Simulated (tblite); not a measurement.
C₄H₅O₂ (doublet state).
Atom-mapped SMILES: `[CH3:1][C:2](=[O:3])[C:4]1[CH2:5][O:6]1` (hydrogens: H7, H8, H9 on C1; H10, H11 on C5)

Structure used (GFN2-xTB), in Å, numbered top down from 1:
```
atom  x, y, z in Å
C1    -1.7530    0.3777    0.0565
C2    -0.5979   -0.5297    0.4181
O3    -0.7280   -1.5716    1.0614
C4     0.6593   -0.0874   -0.0219
C5     2.0767   -0.1705   -0.2512
O6     1.2156    0.8768   -0.7505
H7    -1.5912    0.8486   -0.9092
H8    -1.8411    1.1579    0.8115
H9    -2.6728   -0.2002    0.0483
H10    2.7707    0.1393    0.5201
H11    2.4669   -0.8383   -1.0091
```

All values are computed: GFN2-xTB (tblite) harmonic vibrations without scaling, gas phase. Errors from tens to a few hundred cm⁻¹ against measured bands are possible. One conformer, not necessarily the lowest. Open shells enter through the occupations alone, without spin polarisation, and single modes of such species can be off by tens of per cent.

Harmonic wavenumbers (cm⁻¹): 40.5, 96.5, 154.4, 161.2, 389.8, 506.3, 561.5, 685.0, 946.4, 957.4, 988.5, 1004.8, 1045.8, 1066.0, 1137.8, 1167.9, 1371.8, 1422.5, 1447.4, 1455.6, 1578.7, 1702.5, 3014.3, 3045.6, 3048.2, 3060.7, 3061.9.

A = 7379, B = 2804, C = 2087 MHz; mass 85.029 u (most abundant isotopes); point group C1, symmetry number 1; spin multiplicity 2.

Question: Zero-point energy?

Answer: ½Σν̃ = 17560 cm⁻¹ = 50.20 kcal/mol.

Question: What is S at 298.15 K and 1 bar for an ideal gas of classical rigid rotors and harmonic oscillators?

Answer: Translation 39.26, rotation 26.41, vibration 17.15, spin (R ln 2) 1.38: S = 84.2 cal/(mol K).

Question: And Cp and H(298.15 K) − H(0)?

Answer: Cp = 23.60 cal/(mol K), of which vibrations give 15.65 (their classical limit is 27 R = 53.7); H(298.15 K) − H(0) = 4.88 kcal/mol without the zero-point energy, 2.51 from vibrations.

Question: How do the functions run with temperature in this model?

Answer: 
| T (K) | S (cal/(mol K)) | Cp (cal/(mol K)) | H − H(0) (kcal/mol) | G − H(0) (kcal/mol) | ln q(vib) |
| --- | --- | --- | --- | --- | --- |
| 50 | 55.4 | 11.7 | 0.48 | -2.29 | 0.46 |
| 100 | 64.5 | 14.6 | 1.14 | -5.31 | 1.33 |
| 373.15 | 89.9 | 27.5 | 6.79 | -26.76 | 5.45 |
| 500 | 98.8 | 33.5 | 10.68 | -38.74 | 7.18 |
| 750 | 114.1 | 41.9 | 20.18 | -65.42 | 10.46 |
| 1000 | 127.0 | 47.3 | 31.38 | -95.60 | 13.53 |

q(vib) and H(0) count from the zero-point level.

Question: Blend soft modes into free rotors: weight 1/[1 + (100 cm⁻¹/ν̃)⁴] for the oscillator and the rest for a rotor with moment μB/(μ + B), μ = h/(8π²ν), B = 10⁻⁴⁴ kg m². What vibrational entropy results?

Answer: 15.32 cal/(mol K) in place of 17.15, which changes −T·S at 298.15 K by +0.54 kcal/mol.

Question: Which modes carry the vibrational entropy at 298.15 K?

Answer: 40.5 cm⁻¹: 5.23; 96.5 cm⁻¹: 3.52; 154.4 cm⁻¹: 2.62; 161.2 cm⁻¹: 2.54; 389.8 cm⁻¹: 1.00; 506.3 cm⁻¹: 0.64 cal/(mol K); the other 21 give 1.59 together.

Hindered rotation and anharmonicity are outside this model. Other conformers, if any are populated, would add a mixing term that is left out. The structure is chiral; the term R ln 2 for an equal mix with its mirror image is left out.

Hardware: one thread of an Arm Neoverse V1 (shared host). Cost: 0.21 s of wall time. This covers the Hessian and the dipole derivatives.
